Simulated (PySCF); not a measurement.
## Where the electron goes

Compound: propynyl isocyanide, C4H3N.
Cartesian coordinates in Å at the GFN2-xTB level; atoms count from 1:
```xyz
8
C4H3N angstrom
C      3.5579    0.3559   -0.1314
N      2.4033    0.2408    0.0333
C      1.1262    0.1134    0.2156
C     -0.0609   -0.0049    0.3852
C     -1.4794   -0.1464    0.5876
H     -2.0037    0.7067    0.1573
H     -1.8345   -1.0590    0.1088
H     -1.6997   -0.1971    1.6539
```

Theory: TDDFT B3LYP/def2-SVPD, vertical, gas phase, core orbitals frozen in the response (PySCF).

Kohn–Sham orbitals with the atoms that hold most of them (Löwdin shares over 4%, at most four atoms):

```tsv
orbital	ε (eV)	atoms
HOMO-3	-11.96	N2 43%, C1 17%, C3 14%, C5 12%
HOMO-2	-8.85	C1 83%, N2 16%
HOMO-1	-7.85	C4 32%, C3 30%, N2 15%, C1 11%
HOMO	-7.85	C4 32%, C3 30%, N2 15%, C1 11%
LUMO	-1.13	C1 39%, N2 22%, C4 19%, C3 10%
LUMO+1	-1.13	C1 39%, N2 22%, C4 19%, C3 10%
LUMO+2	0.07	C5 33%, C4 21%, C3 15%, H7 9%
```

Within 0.005 eV of a neighbour in this list lie HOMO-1/HOMO and LUMO/LUMO+1 (point group found: C3v); within a degenerate set the shares of single atoms can hang on how the components are chosen.

Problem. The HOMO–LUMO gap is 6.72 eV. Where does the response calculation put the lowest singlet, and from which orbitals?

Solution. S1 is at 5.18 eV (f = 0.0000), 1.55 eV below the gap, made of HOMO-1/HOMO→LUMO/LUMO+1 (≥87%). Without the coupling terms of the response equations the lowest excitation would equal the gap.

Next come S2 at 5.31 eV (f 0.0003), HOMO-1/HOMO→LUMO/LUMO+1 (97%); S3 at 5.31 eV (f 0.0003), HOMO-1/HOMO→LUMO/LUMO+1 (97%); S4 at 6.95 eV (f 0.026), HOMO-2→LUMO/LUMO+1 (≥74%), HOMO-1/HOMO→LUMO+2 (≥10%); S5 at 6.95 eV (f 0.026), HOMO-2→LUMO/LUMO+1 (≥82%), HOMO-1/HOMO→LUMO+2 (≥10%).

Orbitals of the list HOMO-3 to LUMO+2 that lie within 0.01 eV of each other are written together with a slash and their weights summed (≥ marks a lower bound); for degenerate orbitals outside that list single weights are arbitrary.
